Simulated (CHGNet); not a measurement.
## Cuprite Ag₂O

All values below come from the machine-learned potential CHGNet 0.3.0 (trained on PBE and PBE+U data).

Cell (relaxed at this level):

```yaml
crystal:
  lattice:
    - [4.85674, 0.00000, 0.00000]
    - [0.00000, 4.85674, 0.00000]
    - [0.00000, 0.00000, 4.85674]
  atoms:
    - { symbol: Ag, position: [0.75000, 0.25000, 0.75000] }
    - { symbol: Ag, position: [0.25000, 0.75000, 0.75000] }
    - { symbol: Ag, position: [0.75000, 0.75000, 0.25000] }
    - { symbol: Ag, position: [0.25000, 0.25000, 0.25000] }
    - { symbol: O, position: [0.00000, 0.00000, 0.00000] }
    - { symbol: O, position: [0.50000, 0.50000, 0.50000] }
```

```
Property                     Value
-------------------  -------------
lattice parameter a        4.857 Å
volume per atom      19.09 Å³/atom
```

Measured, for comparison: lattice constant a 4.745 Å, equilibrium volume per atom 17.81 Å³/atom (15 K, zero-point motion not removed; as tabulated in Gupta et al. (2014), arXiv:1311.4701). Computed (rounded) less measured: lattice constant a +2.4 %, equilibrium volume per atom +7.2 %.

A machine-learned potential is trained on density-functional data: it inherits that level's misses and adds fitting errors of its own.

Note: the model gives imaginary modes for this phase (in the spectrum interpolated from a supercell); the model's elastic tensor is not positive definite here; this model's volume lies 8 % above that of the starting cell (a measured, published or database cell).
